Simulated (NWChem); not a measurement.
**triplet C5H10: levels of theory compared**

Aim: a comparison of 3 runs (UTPSS/def2-SVP, U-revPBE/def2-SVP, UBLYP/def2-SVP) of triplet C5H10. 

Program for the calculation: NWChem 7.3.0.

## Step 1: Starting point

C5H10 has 15 atoms, charge 0, and is taken as a triplet. As SMILES of the parent species, `C=CC(C)C`. The coordinates come from a PBE0-D4/def2-TZVP relaxation. This is one conformer, not always the lowest. That shape belongs to the parent species and isn't relaxed for this state.

Bond lengths: C1–C2 1.326 Å, C2–C3 1.499 Å, C3–C4 1.528 Å, C3–C5 1.518 Å, C1–H6 1.084 Å, C1–H7 1.084 Å, C2–H8 1.089 Å, C3–H9 1.100 Å, C4–H10 1.093 Å, C4–H11 1.093 Å, C4–H12 1.094 Å, C5–H13 1.092 Å, C5–H14 1.094 Å, C5–H15 1.092 Å. Some angles: C1–C2–C3 127.0°, C2–C3–C4 109.9°, C2–C3–C5 113.9°, C4–C3–C5 111.1°, C1–C2–H8 118.4°, C3–C2–H8 114.6°, C2–C1–H6 121.1°, C2–C1–H7 122.2°, C2–C3–H9 106.5°, C4–C3–H9 107.0°.

## Step 2: A single-point energy at UTPSS/def2-SVP (run 1)

Input file sp.nw:

```
start sp
title "C5H10 TPSS"
memory total 2200 mb
charge 0
geometry units angstroms noautosym nocenter noautoz
   C     -1.650600     0.611500     1.131300
   C     -0.550400    -0.127700     1.102700
   C      0.571800    -0.035700     0.113600
   C      0.789600    -1.393500    -0.552500
   C      0.391400     1.059600    -0.922200
   H     -2.409300     0.455700     1.889300
   H     -1.838800     1.396700     0.407500
   H     -0.426900    -0.902500     1.858500
   H      1.480200     0.189200     0.691400
   H      0.944200    -2.181400     0.188800
   H      1.663700    -1.370700    -1.208000
   H     -0.080500    -1.667700    -1.155400
   H      0.280400     2.041400    -0.456600
   H     -0.494200     0.875200    -1.537200
   H      1.255500     1.099700    -1.589100
end
basis "ao basis" spherical bse
   * library def2-SVP
end
dft
   xc xtpss03 ctpss03
   mult 3
   grid fine
   convergence energy 1e-08
   iterations 100
   mulliken
   print low
end
task dft energy
```

On the command line:

```
$ nwchem sp.nw > sp.out
```

The log of the run:

```text
[...]
 d= 0,ls=0.0,diis     1   -196.2045081997 -3.74D+02  4.36D-03  7.97D-02     6.7
[...]
 d= 0,ls=0.0,diis    10   -196.2615309423 -8.58D-09  1.55D-06  1.18D-08    68.6
[...]
         Total DFT energy =     -196.261530942308
      One electron energy =     -613.757416587498
           Coulomb energy =      270.826840493212
    Exchange-Corr. energy =      -30.963644874629
 Nuclear repulsion energy =      177.632690026607
[...]
      Total Density - Mulliken Population Analysis
     ---------------------------------------------
    Atom       Charge   Shell Charges
 -----------   ------   -------------------------------------------------------
    1 C    6     6.04   1.99  0.90  0.25  2.08  0.79  0.03
    2 C    6     6.09   1.99  0.91  0.27  2.10  0.79  0.04
    3 C    6     6.08   1.99  0.93  0.13  2.12  0.87  0.05
    4 C    6     5.97   1.99  0.91  0.11  2.11  0.83  0.03
    5 C    6     5.98   1.99  0.90  0.09  2.13  0.84  0.03
    6 H    1     0.97   0.76  0.19  0.02
    7 H    1     0.97   0.76  0.19  0.02
    8 H    1     1.00   0.77  0.21  0.02
    9 H    1     0.98   0.77  0.19  0.02
   10 H    1     0.98   0.76  0.20  0.02
[...]
      <S2> =      2.0084 (Exact =     2.0000)
[...]
```

Run time: 69 s. Hardware: 1 thread of INTEL XEON PLATINUM 8581C at 2.30GHz (Emerald Rapids), shared host; peak memory 0.12 GiB.

## Step 3: A single-point energy at U-revPBE/def2-SVP (run 2)

Input file run.xyz:

```xyz
15
C5H10 revPBE
C     -1.650600     0.611500     1.131300
C     -0.550400    -0.127700     1.102700
C      0.571800    -0.035700     0.113600
C      0.789600    -1.393500    -0.552500
C      0.391400     1.059600    -0.922200
H     -2.409300     0.455700     1.889300
H     -1.838800     1.396700     0.407500
H     -0.426900    -0.902500     1.858500
H      1.480200     0.189200     0.691400
H      0.944200    -2.181400     0.188800
H      1.663700    -1.370700    -1.208000
H     -0.080500    -1.667700    -1.155400
H      0.280400     2.041400    -0.456600
H     -0.494200     0.875200    -1.537200
H      1.255500     1.099700    -1.589100
```

Input file run.py:

```python
from ase.io import read
from ase.calculators.nwchem import NWChem

atoms = read('run.xyz')

calc = NWChem(
    label='run',
    theory='dft',
    memory='2200 mb',
    basis='def2-SVP',
    basispar='spherical bse',
    dft={'xc': 'revpbe cpbe96', 'mult': '3', 'grid': 'fine', 'convergence': 'energy 1e-08', 'iterations': '100', 'mulliken': None},
    task='energy',
)
atoms.calc = calc

e = atoms.get_potential_energy()
print(f"E = {e:.6f} eV")
```

On the command line:

```
$ export ASE_NWCHEM_COMMAND="nwchem PREFIX.nwi > PREFIX.nwo"
$ python run.py
```

The log of the run:

```text
E = -5337.669253 eV
```

The calculator wrote run.nwi:

```
title "run"

permanent_dir run

scratch_dir run

start run

geometry units angstrom nocenter noautosym noautoz
  C  -1.6506000000000001e+00 6.1150000000000004e-01 1.1313000000000000e+00
  C  -5.5040000000000000e-01 -1.2770000000000001e-01 1.1027000000000000e+00
  C  5.7179999999999997e-01 -3.5700000000000003e-02 1.1360000000000001e-01
  C  7.8959999999999997e-01 -1.3935000000000000e+00 -5.5249999999999999e-01
  C  3.9140000000000003e-01 1.0596000000000001e+00 -9.2220000000000002e-01
  H  -2.4093000000000000e+00 4.5569999999999999e-01 1.8893000000000000e+00
  H  -1.8388000000000000e+00 1.3967000000000001e+00 4.0749999999999997e-01
  H  -4.2690000000000000e-01 -9.0249999999999997e-01 1.8585000000000000e+00
  H  1.4802000000000000e+00 1.8920000000000001e-01 6.9140000000000001e-01
  H  9.4420000000000004e-01 -2.1814000000000000e+00 1.8880000000000000e-01
  H  1.6637000000000000e+00 -1.3707000000000000e+00 -1.2080000000000000e+00
  H  -8.0500000000000002e-02 -1.6677000000000000e+00 -1.1554000000000000e+00
  H  2.8039999999999998e-01 2.0413999999999999e+00 -4.5660000000000001e-01
  H  -4.9419999999999997e-01 8.7519999999999998e-01 -1.5371999999999999e+00
  H  1.2555000000000001e+00 1.0996999999999999e+00 -1.5891000000000000e+00
end

memory 2200 mb

basis spherical bse noprint
   * library def2-SVP
end

dft
  xc revpbe cpbe96
  mult 3
  grid fine
  convergence energy 1e-08
  iterations 100
  mulliken
end

task dft energy
```

run.nwo:

```text
Northwest Computational Chemistry Package (NWChem) 7.3.0
             --------------------------------------------------------

           Job information
           ---------------

    nwchem branch   = 7.3.0
    use scalapack   = T
    input           = run.nwi
    prefix          = run.
    data base       = run/run.db
    status          = startup
    nproc           =        1

           Memory information
           ------------------

    heap     =     72089596 doubles =      550.0 Mbytes
    stack    =     72089601 doubles =      550.0 Mbytes
    global   =    144179200 doubles =     1100.0 Mbytes (distinct from heap & stack)
    total    =    288358397 doubles =     2200.0 Mbytes
    verify   = yes
    hardfail = no

[... 117 lines left out ...]
  convergence criterion.
[... 17 lines left out ...]
          Convergence on gradient requested:  5.00D-04
[... 22 lines left out ...]
          Convergence aids based upon iterative change in
[... 28 lines left out ...]
 1-e energy   =    -608.346073
[... 84 lines left out ...]
         Total DFT energy =     -196.155728633408
[... 2 lines left out ...]
    Exchange-Corr. energy =      -30.830683180565
[... 852 lines left out ...]
                     DFT Final Beta Molecular Orbital Analysis
[... 949 lines left out ...]
 center of mass
 --------------
 x =  -0.13486129 y =   0.03520393 z =   0.25771008

 moments of inertia (a.u.)
 ------------------
         423.349174047686          90.626684236252         164.386811274817
          90.626684236252         445.880852701488         -10.426802001807
         164.386811274817         -10.426802001807         452.232160087696

     Multipole analysis of the density
     ---------------------------------

     L   x y z        total         alpha         beta         nuclear
     -   - - -        -----         -----         ----         -------
     0   0 0 0     -0.000000    -21.000000    -19.000000     40.000000

     1   1 0 0      0.085353      4.120891      0.338988     -4.374527
[... 8 lines of this table left out ...]
     2   0 0 2    -24.993886    -85.083674    -74.112730    134.202518

 Task  times  cpu:       52.8s     wall:       52.8s
 Total times  cpu:       52.8s     wall:       52.8s
```

Run time: 54 s. Hardware: 1 thread of INTEL XEON PLATINUM 8581C at 2.30GHz (Emerald Rapids), shared host; peak memory 0.12 GiB.

## Step 4: A single-point energy at UBLYP/def2-SVP (run 3)

run.xyz, as its differences from that of step 3:

```diff
@@ -1,3 +1,3 @@
 15
-C5H10 revPBE
+C5H10 energy
 C     -1.650600     0.611500     1.131300
```

Input file run.nw:

```
start run
title "C5H10 energy"
memory stack 880 mb heap 220 mb global 1100 mb
charge 0
geometry noautosym nocenter noautoz
 load run.xyz
end
basis spherical bse
 * library def2-SVP
end
dft
 xc becke88 lyp
 mult 3
 grid fine
 convergence energy 1e-08
 maxiter 100
 mulliken
 noprint "final vectors analysis"
end
task dft energy
```

On the command line:

```
$ nwchem run.nw > run.out
```

The log of the run:

```text
[...]
          Wavefunction type:  spin polarized.
          No. of atoms     :    15
          No. of electrons :    40
[...]
          Charge           :     0
          Spin multiplicity:     3
[...]
          AO basis - number of functions:   120
[...]
              XC Information
              --------------
                    Becke 1988 Exchange Functional  1.000
              Lee-Yang-Parr Correlation Functional  1.000
[...]
 d= 0,ls=0.0,diis     1   -196.0243297429 -3.74D+02  4.92D-03  1.08D-01     5.2
[...]
 d= 0,ls=0.0,diis    10   -196.0821012072 -4.73D-09  1.10D-06  3.99D-09    54.5
[...]
         Total DFT energy =     -196.082101207219
      One electron energy =     -613.760435908887
           Coulomb energy =      270.806366722111
    Exchange-Corr. energy =      -30.760722047050
 Nuclear repulsion energy =      177.632690026607
[...]
      Total Density - Mulliken Population Analysis
     ---------------------------------------------
    Atom       Charge   Shell Charges
 -----------   ------   -------------------------------------------------------
    1 C    6     5.97   1.98  0.91  0.21  2.10  0.74  0.03
    2 C    6     6.08   1.98  0.92  0.26  2.13  0.75  0.04
    3 C    6     5.97   1.98  0.95  0.04  2.14  0.81  0.05
    4 C    6     5.91   1.98  0.93  0.04  2.14  0.78  0.03
    5 C    6     5.91   1.98  0.92  0.03  2.16  0.80  0.03
    6 H    1     1.00   0.75  0.23  0.02
    7 H    1     1.01   0.75  0.23  0.02
    8 H    1     1.04   0.76  0.25  0.02
    9 H    1     1.02   0.76  0.24  0.02
   10 H    1     1.02   0.75  0.24  0.02
[...]
      <S2> =      2.0050 (Exact =     2.0000)
[...]
```

It took 55 s on 1 thread of INTEL XEON PLATINUM 8581C at 2.30GHz (Emerald Rapids), shared host; peak memory 0.12 GiB.

## Step 5: Overview of the runs

```
run              level  energy (Eh)   ⟨S²⟩  wall time
  1     UTPSS/def2-SVP  -196.261531  2.008       69 s
  2  U-revPBE/def2-SVP  -196.155729  2.006       54 s
  3     UBLYP/def2-SVP  -196.082101  2.005       55 s
```

## Step 6: What came out

| quantity | value |
| --- | --- |
| run 3: total energy | -196.08210 Eh |
| run 3: dipole moment | 0.22 D |
| run 3: ⟨S²⟩ | 2.005 |

Totals of different functionals can't be ranked against each other. All runs together took 3 min, the longest 69 s.
